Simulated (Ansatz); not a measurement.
Reaction (substitution at a C–O bond): `CNCOC` + `C=N` → `C=NCNC` + CH₃OH

Gas-phase electronic energies from Ansatz, PBE0-D4/def2-TZVP geometries. CCSD(T)/CBS adds triple-zeta CCSD(T) − MP2 to the extrapolated MP2 energy (def2 sets, frozen cores). This one scheme is used for every species. Functionals use def2-TZVPP. Each species was taken in one conformer, which may not be the lowest.

`CNCOC`:

Cartesian coordinates in Å:
```
C -1.601 0.596 0.695
N -0.821 -0.620 0.606
C -0.204 -0.856 -0.654
O 0.648 0.164 -1.148
C 1.820 0.319 -0.399
H -1.024 1.516 0.533
H -2.393 0.568 -0.058
H -2.079 0.652 1.675
H -0.167 -0.704 1.371
H 0.357 -1.798 -0.590
H -0.980 -0.952 -1.417
H 2.448 1.045 -0.916
H 2.373 -0.628 -0.314
H 1.624 0.696 0.614
```

`C=N`:

Cartesian coordinates in Å:
```
C 0.086 -0.153 -0.348
N -0.164 0.815 0.419
H 0.124 -1.204 -0.040
H 0.285 0.049 -1.403
H -0.330 0.492 1.373
```

`C=NCNC`:

```xyz
13

C     1.108    0.091   -1.749
N    -0.085    0.172   -1.364
C    -0.542   -0.789   -0.371
N    -1.085   -0.173    0.805
C    -0.130    0.612    1.559
H     1.487    0.799   -2.487
H     1.808   -0.673   -1.380
H     0.271   -1.467   -0.066
H    -1.328   -1.388   -0.842
H    -1.885    0.393    0.552
H     0.677   -0.040    1.905
H     0.324    1.440    0.996
H    -0.619    1.024    2.443
```

CH₃OH:

Cartesian coordinates in Å:
```
C 0.163 -0.296 0.112
O -0.524 0.929 0.228
H 0.344 -0.659 1.124
H 1.133 -0.186 -0.389
H -0.423 -1.055 -0.422
H -0.693 1.268 -0.653
```

```
             level  ΔE (kcal/mol)
           ωB97X-V           -1.4
               PBE           -2.5
              PBE0           -2.6
    MP2/def2-TZVPP           -3.0
SCS-MP2/def2-TZVPP           -2.5
   CCSD/def2-TZVPP           -1.8
     HF/def2-QZVPP           -1.4
SCS-MP2/def2-QZVPP           -2.9
```

(1) What does CCSD(T)/CBS give? (An estimate is asked.)

Largest T1 diagnostic among the species: 0.012.

Answers

(1) Ansatz gave: -2.5 kcal/mol. The listed levels differ from it by 1.1, 0.0, -0.1, -0.5, 0.0, 0.7, 1.1, -0.4 kcal/mol.
